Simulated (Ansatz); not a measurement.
**B2PH (triplet): from Hartree-Fock to the top rungs at a displaced geometry (v1), cc-pVDZ**

One table from this session's results is given with a row withheld; the runs are named, their logs left out.

Computed with Ansatz 0.2.0, Gaussian basis. Level: cc-pVDZ, core rule «outside noble gas», up to 7 orbitals frozen.

The runs, in order: UHF; CCSD(T) on ROHF; CCSD(T) on UHF; BCCD(T) on ROHF; CISD as a restricted active space (open shells left free, so some higher excitations enter); CCSDT(Q) on ROHF; CCSDT(Q) on UHF.

19 further runs of the same task are left out: 1 for a known fault of the program, 6 that didn't finish, 12 set aside as unsound or not needed. Runs told in other sessions of the task aren't counted.

## What is computed

The geometry is a PBE0/def2-TZVP stationary point (not a proven minimum) with its atoms shifted at random (size 0.040 Å).

4 atoms, charge 0, spin multiplicity 3.

Atoms are counted from 1 here; the program's logs count them from 0.

Bond lengths: B1–B2 1.563 Å, B1–H4 1.154 Å, B2–P3 1.807 Å. Angles: B2–B1–H4 176.8°, B1–B2–P3 177.1°.

The first run:

in.yaml

```yaml
crystal:
  periodic: [false, false, false]
  atoms:
    - {symbol: B, position_ang: [0.002337, -0.001845, 0.944446]}
    - {symbol: B, position_ang: [0.001504, -0.017987, -0.618107]}
    - {symbol: P, position_ang: [0.049468, 0.041323, -2.423620]}
    - {symbol: H, position_ang: [-0.053309, -0.021491, 2.097282]}
basis:
  gaussian: {orbitals: cc-pVDZ}
magnetization: {spin_polarized: true, initial_magnetization: 2}
hamiltonian: {xc: hf}
output: {orbitals: {seedname: orbitals}}
```

The run is started by

```sh
$ ansatz run in.yaml --threads 1 --pin off --events-out ev --progress --plain --max-ram 2393MiB
```

Steps of the session up to this table: UHF; CCSD(T) on ROHF; CCSD(T) on UHF; BCCD(T) on ROHF; CISD as a restricted active space (open shells left free, so some higher excitations enter); CCSDT(Q) on ROHF; CCSDT(Q) on UHF.

One of the session's tables, all rows but one given; the rest of the session is left out.

It belongs to the step «Misses and costs». 

| method | from RCCSDT(Q) (kcal/mol) |
| --- | --- |
| ROHF | +184.19 |
| RMP2 | +41.06 |
| UMP2 | +41.89 |
| CISD | +33.15 |
| RCCSD | +15.72 |
| UCCSD | ? |
| RCCSD(T) | +6.89 |
| UCCSD(T) | +7.09 |
| BCCD(T) | +6.97 |
| RCCSDT | +2.77 |
| UCCSDT | +2.95 |
| RCCSDT(Q) | 0 |
| UCCSDT(Q) | +0.13 |

Estimate the missing values for UCCSD.

The run gave: from RCCSDT(Q) (kcal/mol): +15.79. In the column «from RCCSDT(Q) (kcal/mol)» it lies between RCCSD (+15.72) and CISD (+33.15).

Left out of the table: UHF (another determinant or state than the rows shown).

Caveats from the session: The determinant of HF (⟨S²⟩ 2.59) is far from a pure spin state, so its energy mixes those of several spin states; that is harmless only where they are near-degenerate. The report flags that the cluster equations may have other roots. The program flags RCCSDT(Q), UCCSDT(Q) as in doubt, so the zero of the table is itself unsure. Warnings: spin contamination; coupled cluster took another determinant than the lowest. Restricted and unrestricted rows rest on different reference determinants; a gap between their highest levels can come from leftover correlation error, from unlike frozen cores or from another state.
